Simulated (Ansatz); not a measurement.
**Structure relaxation of SiNi2**

The calculation used Ansatz 0.2.0, DFT r2SCAN, scalar-relativistic, plane waves, PAW. Cutoff 500 eV, Γ-centred k mesh, Gaussian smearing, no spin polarisation in the final step.

The start is a database structure of SiNi2, space group Pnma (No. 62).

```
CELL_PARAMETERS angstrom
4.99000 0.00000 0.00000
0.00000 3.72000 0.00000
0.00000 0.00000 7.06000
ATOMIC_POSITIONS crystal
Si 0.23600 0.25000 0.38600
Si 0.26400 0.75000 0.88600
Si 0.73600 0.25000 0.11400
Si 0.76400 0.75000 0.61400
Ni 0.95800 0.25000 0.79700
Ni 0.54200 0.75000 0.29700
Ni 0.45800 0.25000 0.70300
Ni 0.04200 0.75000 0.20300
Ni 0.32500 0.25000 0.06300
Ni 0.17500 0.75000 0.56300
Ni 0.82500 0.25000 0.43700
Ni 0.67500 0.75000 0.93700
```

Steps on the 4×6×4 mesh (12 atoms). 5 of 6 steps are shown, and the free energy counts from the last. Trial steps that were taken back and renewals of the plane-wave basis can be among the rows.

| step | ΔF (meV/atom) | V (Å³/atom) | P (GPa) | largest force component (eV/Å) |
| --- | --- | --- | --- | --- |
| 1 | 101.7 | 10.92 | 0.78 | 2.624 |
| 2 | 44.4 | 10.85 | -0.46 | 1.555 |
| 3 | 1.6 | 10.69 | -0.81 | 0.173 |
| 5 | -0.2 | 10.64 | -0.01 | 0.003 |
| 6 | 0.0 | 10.64 | -0.04 | 0.003 |

A final relaxation ran on a 8×10×6 mesh. The relaxed crystal, Pnma (No. 62):

Space group Pnma (No. 62). a = 4.940 Å, b = 3.695 Å, c = 7.007 Å, α = 90.00°, β = 90.00°, γ = 90.00°
| atom | site | symmetry | x | y | z |
| --- | --- | --- | --- | --- | --- |
| Si | 4c | .m. | 0.2893 | 0.2500 | 0.3856 |
| Ni | 4c | .m. | 0.9580 | 0.2500 | 0.7946 |
| Ni | 4c | .m. | 0.3296 | 0.2500 | 0.0601 |

| Property | Result |
| --- | --- |
| Volume per atom | 10.66 Å³ |
| Density | 7.55 g/cm³ |
| Energy over the elements | -0.53 eV/atom |
| Gap on the 8×10×6 mesh | 0 eV (a metal) |

Energies over the elements count from the elements' standard structures at the same level, with no empirical corrections.

The final run used a 8×10×6 mesh on its 12-atom cell and 0.10 eV smearing. The k mesh leaves about 4 meV/atom of noise in metals.

A structure relaxed within its symmetry needn't be a true minimum.

Cost: 3 runs of about 38 core-minutes in all, on Arm Neoverse V2 (shared hosts).